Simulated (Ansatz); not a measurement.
`CN=CC(C)=N`, charge 0, multiplicity 1.

Problem. Give a relaxed structure at PBE0-D4/def2-TZVP (Ansatz). (Best estimate.)

Solution. The calculation gave: 
Z-matrix (Å, degrees):
```
C
N 1 1.437
H 1 1.094 2 109.0
H 1 1.099 2 113.8 3 -122.0
H 1 1.094 2 109.0 3 115.9
C 2 1.262 1 118.1 3 122.0
C 6 1.477 2 121.5 1 -180.0
H 6 1.098 2 123.7 1 0.0
C 7 1.495 6 117.6 2 0.1
N 7 1.272 6 115.7 2 -180.0
H 9 1.092 7 110.2 6 58.8
H 9 1.092 7 110.2 6 -58.1
H 9 1.091 7 110.9 6 -179.7
H 10 1.020 7 110.7 6 -180.0
```
Point group Cs.
This is one stationary point; other conformers may exist.
